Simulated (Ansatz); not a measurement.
## Two structures, one formula

The two ends of one reaction step of SiH$_{4}$F, doublet (PBE0-D4/def2-TZVP).

A:

H1  (-1.978, 0.818, 0.394)
Si2  (0.627, -0.322, -0.607)
F3  (1.929, -0.920, -1.329)
H4  (-1.738, 0.817, 1.102)
H5  (1.022, 0.944, 0.071)
H6  (0.139, -1.336, 0.368)
(Å)

B:

| atom | x (Å) | y (Å) | z (Å) |
| --- | --- | --- | --- |
| H1 | -0.6358 | 0.2821 | 0.2701 |
| Si2 | 0.6882 | -0.2777 | -0.0898 |
| F3 | 0.7267 | -0.5000 | -1.6737 |
| H4 | -3.4462 | 1.4169 | 0.6489 |
| H5 | 1.7703 | 0.6667 | 0.2746 |
| H6 | 0.8967 | -1.5881 | 0.5697 |

Ansatz 0.2.0; basis: def2-TZVPP; cores frozen in the correlated methods; orbitals are unrestricted. B3LYP uses VWN-RPA correlation.

Question: Which structure is lower at CCSD(T), and by how much? (An estimate is asked for; the value comes from the calculation.)

Answer: By the calculation: A, by 10.50 kcal/mol (electronic energy, against the other). By their contacts, A is a complex of SiH₂F ([F][SiH2]) + H₂ and B is a complex of SiH₃F ([F][SiH3]) + H.

All methods give the same order:

```csv
method,E(B) − E(A) (kcal/mol)
SPW92,13.12
PBE-D4,13.15
BLYP-D4,15.06
r2SCAN-D4,13.67
B97M-V,10.99
PBE0-D4,11.32
B3LYP-D4,13.57
r2SCAN0-D4,12.72
BHLYP-D4,11.03
CAM-B3LYP-D4,11.82
wB97X-V,9.50
wB97M-V,9.93
B2PLYP,11.25
PBE-QIDH,9.16
RPA on PBE,11.58
HF,4.18
MP2,8.16
CCSD,10.44
CCSD(T),10.50
```

No T1 diagnostic of these runs exceeds 0.014. ⟨S²⟩ of the unrestricted Hartree–Fock references: 0.75 (a pure state has 0.75).

Labels in which every atom is bracketed show which atoms are joined, not bond orders.

For scale, one of the runs: CCSD(T)/def2-TZVPP, 129 basis functions, launched by `ansatz run in.yaml --threads 2 --pin off --events-out ev --progress --plain --max-ram 4352MiB`. Hardware: 2 CPU threads of an Intel Xeon Platinum 8488C, shared host. Wall time 18 s; peak host memory 1.3 GiB.
